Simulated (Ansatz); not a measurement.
Run this with the Ansatz DFT code, driven from Python and show what comes out.

The script, `spin_bh5p.py`:
```python
'''Gap between spin states of BH5P(-) at one geometry.'''

from dataclasses import dataclass

import ansatz
from ase import Atoms


@dataclass(frozen=True)
class RunConfig:
    basis_set: str = 'def2-SVP'
    method: str = 'ccsd_t'
    net_charge: int = -1


settings = RunConfig()


def main() -> None:
    atoms = Atoms(['B', 'P', 'H', 'H', 'H', 'H', 'H'], positions=[
        (-0.7318, -0.1282, -0.045),
        (1.0977, 0.0646, -0.6583),
        (-1.4244, 0.6585, -0.6107),
        (-1.1137, -1.232, -0.2782),
        (-0.7844, 0.0696, 1.1287),
        (1.3087, 1.3154, 0.0502),
        (1.6479, -0.7479, 0.4132),
    ])
    system = ansatz.Crystal.molecule_from_ase(atoms)

    base = (
        system.calculation()
        .basis(gaussian=settings.basis_set)
        .correlation(settings.method, electrons='valence')
        .charge(settings.net_charge)
    )
    found = {}
    for unpaired in [0, 2]:
        report = base.spin('collinear', total=unpaired).run().report
        s = unpaired / 2
        found[unpaired] = report['free_energy_ev']
        print(f'2S+1 = {unpaired + 1}: E = {found[unpaired]:.5f} eV, <S^2> = {abs(report["mean_field"]["state"]["spin_squared"]):.3f} (pure state {s * (s + 1):.2f})')
    lowest = min(found, key=found.get)
    for unpaired, e in found.items():
        print(f'multiplicity {unpaired + 1}: {96.485332 * (e - found[lowest]):.1f} kJ/mol above the lowest')


if __name__ == '__main__':
    main()
```

`python spin_bh5p.py` gives:
```text
2S+1 = 1: E = -10027.02649 eV, <S^2> = 0.000 (pure state 0.00)
2S+1 = 3: E = -10021.46427 eV, <S^2> = 2.013 (pure state 2.00)
multiplicity 1: 0.0 kJ/mol above the lowest
multiplicity 3: 536.7 kJ/mol above the lowest
```

In order: multiplicity 1 (+0.00 eV) and multiplicity 3 (+5.56 eV), all at the one geometry.

Notes:
- These settings explore the input space; basis and method may be short of convergence.
- The geometry is a force-field or estimated start, not a minimum of this method, and the basis set is short of its limit. All parts are taken at fixed geometry, without zero-point energy.
- S² is that of the Hartree-Fock reference.
- Anions want diffuse functions, which this basis lacks.
- It ran for 17 s on 1 thread of AMD EPYC 7B13 (Zen 3), with other jobs on the host, peak memory 0.28 GiB.

(Lines on the test bed's own set-up are left out of the output.)
